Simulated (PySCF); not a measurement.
How methods differ on the electron affinity of O

O⁻ [He] 2s2 2p5 (2P) → O [He] 2s2 2p4 (3P), as a difference of total energies. Calculation: PySCF 2.14, in dyall-acv3z; no relativity, point nucleus. Correlated levels: valence and next inner shell: nothing frozen; virtual orbitals above 40 to 60 times the deepest correlated orbital energy dropped. The calculations carry no spin-orbit coupling.

| method | electron affinity (eV) | error (eV) |
| --- | --- | --- |
| UHF | -0.574 | -2.035 |
| MP2 (valence and next inner shell) | 1.424 | -0.037 |
| SCS-MP2 (valence and next inner shell) | 1.386 | -0.075 |
| CCSD (valence and next inner shell) | 1.184 | -0.277 |
| CCSD(T) (valence and next inner shell) | 1.341 | -0.120 |

Reference: 1.461 eV (measured; photodetachment measurements, as compiled on the Wikipedia data page of electron affinities).

Errors of the correlated levels include the incompleteness of this basis.

A negative affinity means that the anion lies above the atom at that level of theory.
